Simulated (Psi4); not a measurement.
Psi4 input (wB97X-D/6-31G*):

```
memory 1500 MB

molecule {
0 1
C    -0.00042255   -0.00054284    0.66960135
C     0.00042255    0.00054284   -0.66960135
Cl    0.00445506    1.45010322    1.59085632
Cl   -0.00646139   -1.45268069    1.58849617
Cl   -0.00445506   -1.45010322   -1.59085632
Cl    0.00646139    1.45268069   -1.58849617
symmetry c1
no_reorient
no_com
}

set {
  basis 6-31G*
  reference rks
  scf_type pk
  dft_radial_points 99
  dft_spherical_points 590
  e_convergence 1e-8
  d_convergence 1e-7
  maxiter 150
}

e = energy('wb97x-d')
print_out(f'\nFINAL {e:.10f} DIPOLE {variable("CURRENT DIPOLE")[0]:.6f} {variable("CURRENT DIPOLE")[1]:.6f} {variable("CURRENT DIPOLE")[2]:.6f}\n')
```

Problem. What final total energy does it give?

Solution. -1916.85806 Eh.
